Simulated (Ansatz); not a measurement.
Ansatz (a quantum-chemistry and plane-wave program) input (BHLYP/def2-TZVPD):

Ansatz 0.2 input:
```yaml
crystal:
  periodic: [false, false, false]
  atoms:
    - {symbol: C, position_ang: [0.00151063, -0.00003421, 0.15677747]}
    - {symbol: C, position_ang: [-0.00745373, 1.47973661, -0.01482608]}
    - {symbol: C, position_ang: [1.28493407, -0.73353222, -0.02776186]}
    - {symbol: C, position_ang: [-1.27792029, -0.74619443, -0.00307020]}
    - {symbol: H, position_ang: [-0.01913589, 1.76636606, -1.08038075]}
    - {symbol: H, position_ang: [-0.89153056, 1.93489643, 0.43835820]}
    - {symbol: H, position_ang: [0.88065011, 1.94365219, 0.42128423]}
    - {symbol: H, position_ang: [1.52338880, -0.87527278, -1.09582020]}
    - {symbol: H, position_ang: [2.12764463, -0.19187872, 0.40880281]}
    - {symbol: H, position_ang: [1.24913342, -1.73108127, 0.41693185]}
    - {symbol: H, position_ang: [-1.53549656, -0.89038572, -1.06634955]}
    - {symbol: H, position_ang: [-1.22370432, -1.74329874, 0.44075626]}
    - {symbol: H, position_ang: [-2.11737378, -0.21285195, 0.44970118]}
basis:
  gaussian:
    orbitals: def2-TZVPD
hamiltonian:
  xc: {name: BHLYP}
total_charge: 1
```

End of the output:

```
integrals: 0.12 GiB planned
1375 factors; their error is unknown
mean field: 1.40 GiB planned
mean field evaluation 1: about -4275.5363 eV, gradient 6.6e1 eV
mean field evaluation 2: about -4279.8756 eV, gradient 4.8e1 eV
mean field evaluation 4: about -4285.4241 eV, gradient 2.0e0 eV
mean field evaluation 8: about -4285.4339 eV, gradient 7.1e-2 eV
mean field evaluation 16: about -4285.4279 eV, gradient 1.2e-5 eV
mean field -4285.42786395 eV, -157.4865692329 hartree, gradient 1.2e-5 eV, S^2 0.000000; 0 other end points of the search recorded, 0 dependent functions left out
reference -4285.42803225 eV, -157.4865754176 hartree; 16, 16 occupied and 213, 213 virtual orbitals, 1375 factors
Total energy: -4285.42803225 eV, -157.4865754176 hartree
```

This state (charge 1, singlet) is run at the relaxed geometry of the species with charge 0 and multiplicity 2.
